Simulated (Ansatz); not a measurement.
Mulliken charges of `NCF` from PBE/def2-TZVPP in Ansatz (PBE0-D4/def2-TZVP geometry).

```json
{"atom": "N1", "x (Å)": "-0.459", "y (Å)": "-0.121", "z (Å)": "-0.760", "charge (e)": "-0.319"}
{"atom": "C2", "x (Å)": "0.444", "y (Å)": "-0.110", "z (Å)": "0.313", "charge (e)": "0.056"}
{"atom": "F3", "x (Å)": "0.043", "y (Å)": "0.710", "z (Å)": "1.382", "charge (e)": "-0.226"}
{"atom": "H4", "x (Å)": "-1.364", "y (Å)": "-0.490", "z (Å)": "-0.506", "charge (e)": "0.156"}
{"atom": "H5", "x (Å)": "-0.569", "y (Å)": "0.787", "z (Å)": "-1.188", "charge (e)": "0.156"}
{"atom": "H6", "x (Å)": "0.551", "y (Å)": "-1.115", "z (Å)": "0.726", "charge (e)": "0.089"}
{"atom": "H7", "x (Å)": "1.414", "y (Å)": "0.270", "z (Å)": "-0.013", "charge (e)": "0.089"}
```

Task: By hand: the dipole of these point charges (1 e Å = 4.8032 D).

Result: Σ q r = (0.035, -0.157, -0.253) e Å, of length 0.300 e Å = 1.44 D.

Task: How does the dipole of the full density compare? (Estimate.)

Result: Computed: (-0.077, -0.068, -0.218) e Å, 1.16 D; the point charges give 1.24 times that, at 29° from its direction.

Point charges leave out the atoms' own dipoles, such as those of lone pairs, and Mulliken's split depends on the basis, so the two needn't agree.
